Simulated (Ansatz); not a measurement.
## Cost against result

The pair of H2O (SMILES O, atoms 1–3) and CH4O (SMILES CO, atoms 4–9), both closed shells, in one local arrangement (a lower one may exist), relaxed at PBE0-D4/def2-TZVP:

```
9
angstrom
O 0.5261 -0.4188 -1.9767
H 0.8478 0.2988 -2.5280
H -0.0838 -0.9156 -2.5279
C -0.1632 0.1373 1.5192
O -0.7950 0.6046 0.3566
H -0.6976 0.5506 2.3769
H 0.8847 0.4595 1.5879
H -0.1890 -0.9577 1.6018
H -0.3298 0.2413 -0.4099
```

Interaction energies are counterpoise-corrected; the time is that of the whole pair.

Computed with Ansatz 0.2.0 (basis: as named in each row); correlated methods freeze the cores. B3LYP uses VWN-RPA correlation. Extrapolation: Hartree–Fock as exp(−7.88 √X), correlation as X^−2.97.

Times are rough, for one single point on 4 threads of a shared host (Arm Neoverse V1).

The estimate by CCSD(T) at an estimated basis limit (MP2 extrapolated from triple and quadruple zeta, plus CCSD(T) − MP2 in triple zeta) is -0.220 eV.

```json
{"method": "HF", "basis": "STO-3G", "time (s)": "under 1", "interaction energy (eV)": "-0.064", "method less estimate": "0.156"}
{"method": "PBE-D4", "basis": "STO-3G", "time (s)": "under 1", "interaction energy (eV)": "-0.285", "method less estimate": "-0.065"}
{"method": "SPW92", "basis": "def2-SVP", "time (s)": "under 1", "interaction energy (eV)": "-0.388", "method less estimate": "-0.168"}
{"method": "B3LYP-D4", "basis": "6-31G", "time (s)": "under 1", "interaction energy (eV)": "-0.363", "method less estimate": "-0.143"}
{"method": "PBE-D4", "basis": "def2-SVP", "time (s)": "under 1", "interaction energy (eV)": "-0.276", "method less estimate": "-0.056"}
{"method": "PBE0-D4", "basis": "def2-SVP", "time (s)": "under 1", "interaction energy (eV)": "-0.273", "method less estimate": "-0.052"}
{"method": "CCSD(T)", "basis": "def2-SVP", "time (s)": "1", "interaction energy (eV)": "-0.191", "method less estimate": "0.029"}
{"method": "PBE-D4", "basis": "def2-TZVPPD", "time (s)": "1", "interaction energy (eV)": "-0.238", "method less estimate": "-0.018"}
{"method": "revPBE-D4", "basis": "def2-TZVPPD", "time (s)": "1", "interaction energy (eV)": "-0.199", "method less estimate": "0.021"}
{"method": "BLYP-D4", "basis": "def2-TZVPPD", "time (s)": "1", "interaction energy (eV)": "-0.214", "method less estimate": "0.006"}
{"method": "wB97M-V", "basis": "def2-SVP", "time (s)": "2", "interaction energy (eV)": "-0.257", "method less estimate": "-0.037"}
{"method": "PBE0-D4", "basis": "def2-TZVPPD", "time (s)": "2", "interaction energy (eV)": "-0.236", "method less estimate": "-0.016"}
{"method": "B3LYP-D4", "basis": "def2-TZVPPD", "time (s)": "2", "interaction energy (eV)": "-0.227", "method less estimate": "-0.007"}
{"method": "HSE06-D4", "basis": "def2-TZVPPD", "time (s)": "2", "interaction energy (eV)": "-0.235", "method less estimate": "-0.015"}
{"method": "r2SCAN-D4", "basis": "def2-TZVPPD", "time (s)": "2", "interaction energy (eV)": "-0.234", "method less estimate": "-0.014"}
{"method": "B2PLYP", "basis": "def2-TZVPPD", "time (s)": "3", "interaction energy (eV)": "-0.201", "method less estimate": "0.019"}
{"method": "wB97X-V", "basis": "def2-TZVPPD", "time (s)": "4", "interaction energy (eV)": "-0.220", "method less estimate": "0.000"}
{"method": "B97M-V", "basis": "def2-TZVPPD", "time (s)": "6", "interaction energy (eV)": "-0.224", "method less estimate": "-0.004"}
{"method": "wB97M-V", "basis": "def2-TZVPPD", "time (s)": "6", "interaction energy (eV)": "-0.221", "method less estimate": "-0.001"}
{"method": "MP2", "basis": "def2-QZVPPD", "time (s)": "11", "interaction energy (eV)": "-0.213", "method less estimate": "0.007"}
{"method": "CCSD(T)", "basis": "def2-TZVPPD", "time (s)": "56", "interaction energy (eV)": "-0.204", "method less estimate": "0.016"}
```

The T1 diagnostic stays at or below 0.011.
